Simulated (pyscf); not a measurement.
H₃C–SH + H₂ -> H₂C=S + H₂ + H₂, a multi-bond step (singlet surface; C–H, H–S, H–H broken, H–H, H–H formed). Structures and frequencies: ωB97X-D3(BJ)/def2-SVP in PySCF. Energies in kJ/mol from the separated reactants.

Small-basis levels: PySCF, no dispersion term, spherical d functions. 

Q: Quick BP86/6-31G* single points give ΔE‡ = 246.0 kJ/mol and ΔE = +156.9 kJ/mol. What does ωB97M-D3(BJ)/def2-TZVP give, and how far is the quick result from it?

A: ωB97M-D3(BJ)/def2-TZVP gives ΔE‡ = 289.2 kJ/mol and ΔE = +173.3 kJ/mol. BP86/6-31G* lies 43.3 kJ/mol under it in the barrier and 16.4 kJ/mol under it in the reaction energy, so on this step it does not hold to within 12.6 kJ/mol. ωB97M-D3(BJ)/def2-TZVP has limits of its own. This is the saddle that the search found; another between the same sides may lie lower.
